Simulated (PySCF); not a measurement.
methyl amine, CH₅N, SMILES CN, point group Cs.

Force field and properties: B3LYP/pcSseg-1 (PySCF, grid level 2). Vibrational terms come from second-order perturbation theory with semi-diagonal cubic constants, by steps of ±0.6 along the normal coordinates of each isotopologue. The parent has the commonest isotopes.

Equilibrium geometry (Å):

| atom | x | y | z |
| --- | --- | --- | --- |
| C1 | -0.5645 | 0.0712 | -0.0401 |
| N2 | 0.8637 | -0.0934 | -0.3110 |
| H3 | -1.1213 | -0.7370 | -0.5275 |
| H4 | -0.8524 | 0.0799 | 1.0263 |
| H5 | -0.9120 | 1.0103 | -0.4853 |
| H6 | 1.2033 | -0.9629 | 0.0954 |
| H7 | 1.3966 | 0.6515 | 0.1338 |

Task: How much do zero-point and thermal motion change the parent's shieldings?

Result: 
| atom | σe (ppm) | anharmonic part, 0 K | harmonic part, 0 K | Δσ at 0 K | Δσ at 100 K | Δσ at 500 K |
| --- | --- | --- | --- | --- | --- | --- |
| C1 | 146.54 | -1.91 | -3.31 | -5.22 | -5.24 | -5.08 |
| N2 | 239.66 | -0.86 | -10.48 | -11.34 | -11.36 | -9.97 |
| H3 | 29.04 | -0.23 | -0.51 | -0.74 | -0.74 | -0.76 |
| H4 | 28.85 | -0.26 | -0.49 | -0.75 | -0.75 | -0.77 |
| H6 | 31.55 | -0.06 | -0.74 | -0.80 | -0.80 | -0.85 |

Task: And the bond lengths, in the parent and with ²H at 3?

Result: 
| bond | re (Å) | ⟨r⟩ at 0 K | between mean positions | ⟨r⟩, labelled |
| --- | --- | --- | --- | --- |
| C1–N2 | 1.4630 | 1.4720 | 1.4714 | 1.4719 |
| C1–H3 | 1.0958 | 1.1176 | 1.1044 | 1.1117 |
| C1–H4 | 1.1046 | 1.1270 | 1.1145 | 1.1271 |
| N2–H6 | 1.0182 | 1.0380 | 1.0187 | 1.0381 |

Task: What are the dipole moments?

Result: 1.423 D at equilibrium; averaged at 0 K: parent 1.338 D; ²H at 3 1.332 D; ²H at 6 1.349 D; ²H at 3, ²H at 4 1.344 D; ²H at 4 1.349 D; ¹³C at 1 1.338 D; ¹⁵N at 2, ²H at 3 1.332 D. Measured: 1.31 D (NIST CCCBDB Release 22 (SRD 101), experimental dipoles).

Internal rotors are held in one well.

The study (259 SCF points, 59 basis functions) took 5.9 min on 1 thread of Intel Xeon 6975P-C (shared host) (rough), peak memory 0.35 GiB, launched as `OMP_NUM_THREADS=1 python ens_run.py task.json out`.
